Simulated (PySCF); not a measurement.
## O: electron affinity

O- [He] 2s2 2p5 (2P) → O [He] 2s2 2p4 (3P), as a difference of total energies. All numbers are calculated (PySCF 2.14, the non-relativistic Hamiltonian (point nucleus), in aug-cc-pVTZ). Correlated levels: valence: 1s2 frozen. The calculations carry no spin-orbit coupling.

```
           method  electron affinity (eV)
              UHF                  -0.565
              LDA                   2.051
              PBE                   1.764
             PBE0                   1.384
           r2SCAN                   1.510
          wB97M-V                   1.482
            B3LYP                   1.677
            HSE06                   1.388
          r2SCAN0                   1.238
    MP2 (valence)                   1.416
SCS-MP2 (valence)                   1.381
```

Errors of the correlated levels include the incompleteness of this basis and the frozen core.

A negative affinity means that the anion lies above the atom at that level of theory.

In the anion the highest occupied orbital energy is positive at LDA, PBE, PBE0, r2SCAN, B3LYP, HSE06, r2SCAN0, a self-interaction effect; the basis confines that electron, and the energy difference can still be sensible.

For comparison: 1.461 eV (measured; photodetachment measurements, as compiled on the Wikipedia data page of electron affinities).
